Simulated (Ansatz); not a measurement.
**Relaxing CdMo₃**

These are results of DFT PBE, scalar-relativistic, plane waves, PAW in Ansatz, not measurements. Cutoff 420 eV, Γ-centred k mesh, Gaussian smearing, no spin polarisation in the final step.

CdMo₃ was placed on the Cu3Au (L1_2) structure type (Pm-3m, No. 221), with Cd in place of Au, Mo in place of Cu, at a guessed volume.

```xyz
4
Lattice="4.0514 0.0000 0.0000 0.0000 4.0514 0.0000 0.0000 0.0000 4.0514" Properties=species:S:1:pos:R:3 pbc="T T T"
Cd    0.0000    0.0000    0.0000
Mo    0.0000    2.0257    2.0257
Mo    2.0257    0.0000    2.0257
Mo    2.0257    2.0257    0.0000
```

Cell and atoms relax at zero pressure; the relaxation can't lower the symmetry of the start.

The zero of energy is the elements' standard structures at the same level; no fitted shifts are applied.

Describe the relaxed structure.

It keeps Pm-3m (No. 221). The result has the Cu3Au (L1_2) structure. Conventional cell: a = 4.039 Å. Around Cd lie 12 Mo at 2.86 Å; around Mo lie 4 Cd at 2.86 Å and 8 Mo at 2.86 Å.

Space group Pm-3m (No. 221). a = 4.039 Å, b = 4.039 Å, c = 4.039 Å, α = 90.00°, β = 90.00°, γ = 90.00°
```csv
atom,site,symmetry,x,y,z
Cd,1a,m-3m,0.0000,0.0000,0.0000
Mo,3c,4/mm.m,0.0000,0.5000,0.5000
```

What are its volume, energy, density and gap?

The volume per atom is 16.47 Å³. The density is 10.09 g/cm³. The energy over the elements is 0.44 eV/atom and the gap on the 12×12×12 mesh is 0 eV (a metal).

The final run used a 12×12×12 mesh on its 4-atom cell and 0.10 eV smearing. For metals, differences of a few meV/atom aren't resolved. A structure relaxed within its symmetry needn't be a true minimum.

Cost: 2 runs of about 1.1 core-minutes in all, on Arm Neoverse V1 (shared hosts).